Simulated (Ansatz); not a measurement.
Compare A (`C=C=CO`) with its isomer B (`C=C1CO1`).

Calculated with Ansatz (gas phase, PBE0-D4/def2-TZVP geometries, no zero-point term in ΔE). CCSD(T)/CBS adds triple-zeta CCSD(T) − MP2 to the extrapolated MP2 energy (def2 sets, frozen cores). Functionals use def2-TZVPP. B3LYP here is the variant with VWN-RPA as its local correlation; programs differ in this. Each species was taken in one conformer, which may not be the lowest.

Q: Which isomer does CCSD(T)/CBS put lower? Give the gap. (Estimate.)

A: Ansatz gave: A, by 6.3 kcal/mol.

Q: Give E(B) − E(A) in kcal/mol with HF/def2-TZVPP, B3LYP, MP2/def2-TZVPP, CCSD(T)/def2-TZVPP, PBE0-D4, CCSD(T)/def2-SVP, LDA (SPW92). (Best estimate.)

A: Computed: HF/def2-TZVPP 7.8, B3LYP 7.5, MP2/def2-TZVPP 3.9, CCSD(T)/def2-TZVPP 5.8, PBE0-D4 3.6, CCSD(T)/def2-SVP 5.1, LDA (SPW92) 3.5. None reverses the order clearly.

Q: Does the order hold for the free energy at 298.15 K (harmonic terms from PBE0-D4)? (Best estimate.)

A: Computed: Yes: G(B) − G(A) = +7.2 kcal/mol, for one conformer each.

Largest T1 diagnostic: 0.013.

Leaving LDA and LC-ωPBE aside and taking each functional with its dispersion term where it has one, the values, not all of them listed here, spread over 5.7 kcal/mol, from ωB97X-V to BLYP-D4. From BLYP to BHLYP (50 % exact exchange), in def2-TZVPP and without D4, E(B) − E(A) moves by −1.1 kcal/mol.
